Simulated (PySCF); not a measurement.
Molecule: SMILES C=CC(=C)[O-], [C4H5O]-.

Cartesian coordinates in Å; atom numbers follow the order of the lines, from 1:
```xyz
10

C    -1.840    0.098   -0.128
C    -0.627   -0.081   -0.668
C     0.634    0.308    0.069
C     1.794    0.047   -0.654
O     0.516    0.809    1.217
H    -1.878    0.540    0.874
H    -2.771   -0.175   -0.639
H    -0.523   -0.519   -1.670
H     1.756   -0.398   -1.653
H     2.775    0.285   -0.227
```

Total charge -1.

Geometry PBE0-D3(BJ)/def2-SVP throughout; GIAO in PySCF, gas phase, one conformer, non-relativistic; equivalent atoms averaged; functional PBE0.

For orientation, 6-31G* gives these shifts δ (against TMS, H2O at the same level): C2 144.2, C3 153.3, C1 97.2, C4 69.2, O5 216.4, H8 5.93, H7 3.62, H9 2.01, H10 2.06 ppm.

A run gave: C2 162.5, C3 175.3, C1 112.2, C4 79.5, O5 302.1, H8 6.12, H7 4.13, H9 2.44, H10 2.23 ppm (shifts δ (against TMS, H2O at the same level)).

Task: Which basis set was used in that run?
A. pcSseg-0
B. def2-TZVP
C. aug-cc-pVDZ
D. cc-pVTZ
E. pcSseg-2

Result: A. C4 tells them apart best: pcSseg-0 gives 79.5, def2-TZVP gives 65.5, pcSseg-2 gives 67.8, cc-pVTZ gives 65.1, aug-cc-pVDZ gives 61.4 ppm.
